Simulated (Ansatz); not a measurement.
**H₂O (triplet): from Hartree-Fock to the top rungs at distance H1–H2 along a hydrogen transfer = 1.112 Å, 6-31G**

How much of the correlation energy of H₂O (triplet) does each wave-function method recover here?

Program: Ansatz 0.2.0, Gaussian basis. Level of theory: 6-31G, core rule «outside noble gas», up to 1 orbitals frozen. These are calculated values, not measurements.

Plan: UHF; CCSD(T) on ROHF; CCSD(T) on UHF; BCCD(T) on ROHF; CISD; CCSDT(Q) on ROHF; CCSDT(Q) on UHF; CISDTQ; CCSDTQ on ROHF; CCSDTQ on UHF; CASSCF and MRCISD+Q, 4 electrons in 4 orbitals; CASSCF and NEVPT2, 4 electrons in 4 orbitals; CASSCF and MRCISD+Q, 8 electrons in 6 orbitals; CASSCF and NEVPT4(SD), 8 electrons in 6 orbitals; CASSCF and NEVPT2, 8 electrons in 6 orbitals; Full CI; Full CI in the symmetry of the determinant.

4 further runs of the same task are left out: 4 that didn't finish.

### Step 1. What is computed

The geometry derives from fragments relaxed apart (PBE0/def2-TZVP) and kept rigid, so it is no stationary point. A hydrogen atom is moved between rigid fragments.

3 atoms, charge 0, spin multiplicity 3.

Atoms are counted from 1 here; the program's logs count them from 0.

Bond lengths: H2–O3 1.137 Å.

### Step 2. UHF

The input, in.yaml:

```yaml
crystal:
  periodic: [false, false, false]
  atoms:
    - {symbol: H, position_ang: [0.000000, 0.000000, -1.120333]}
    - {symbol: H, position_ang: [0.000000, 0.000000, -0.008333]}
    - {symbol: O, position_ang: [0.000000, 0.000000, 1.128667]}
basis:
  gaussian: {orbitals: 6-31G}
magnetization: {spin_polarized: true, initial_magnetization: 2}
hamiltonian: {xc: hf}
output: {orbitals: {seedname: orbitals}}
```

Command:

```bash
> ansatz run in.yaml --threads 1 --pin off --events-out ev --progress --plain --max-ram 2393MiB
```

After this run come: CCSD(T) on ROHF; CCSD(T) on UHF; BCCD(T) on ROHF; CISD; CCSDT(Q) on ROHF; CCSDT(Q) on UHF; CISDTQ; CCSDTQ on ROHF; CCSDTQ on UHF; CASSCF and MRCISD+Q, 4 electrons in 4 orbitals; CASSCF and NEVPT2, 4 electrons in 4 orbitals; CASSCF and MRCISD+Q, 8 electrons in 6 orbitals; CASSCF and NEVPT4(SD), 8 electrons in 6 orbitals; CASSCF and NEVPT2, 8 electrons in 6 orbitals; Full CI; Full CI in the symmetry of the determinant.

**Question.** What will the summary of the whole plan be? Wanted: FCI below the RHF energy; RMP2 from FCI; UMP2 from FCI; RCCSD from FCI; RCCSD(T) from FCI; UCCSD(T) from FCI; RCCSDT(Q) from FCI; UCCSDT(Q) from FCI; NEVPT2 pair from FCI.

The runs gave:

| quantity | value |
| --- | --- |
| FCI below the RHF energy | -3.2427 eV |
| RMP2 from FCI | +422.4 meV |
| UMP2 from FCI | +466.7 meV |
| RCCSD from FCI | +42.2 meV |
| RCCSD(T) from FCI | +14.6 meV |
| UCCSD(T) from FCI | +11.2 meV |
| RCCSDT(Q) from FCI | +0.4 meV |
| UCCSDT(Q) from FCI | +0.1 meV |
| NEVPT2 pair from FCI | +234.4 meV |
| MRCISD+Q pair from FCI | +32.1 meV |
| NEVPT2 valence from FCI | +398.5 meV |
| levels within 1 kcal/mol (43 meV) | RCCSD, UCCSD, RCCSD(T), UCCSD(T), BCCD(T), RCCSDT, UCCSDT, CISDTQ, RCCSDT(Q), UCCSDT(Q), RCCSDTQ, UCCSDTQ, MRCISD+Q pair, MRCISD+Q valence |
| T1 diagnostic | 0.033 |
| effectively unpaired electrons | 2.02 |

In words: RCCSD(T) lands +14.6 meV from the yardstick (0.5 % of the correlation energy). One determinant dominates. Of the multireference levels listed MRCISD+Q valence comes nearest in total energy (+28.7 meV), which doesn't show that its space is the better one. These misses are within one basis, not against nature; the frozen cores of restricted and unrestricted runs differ, which can shift their rows.
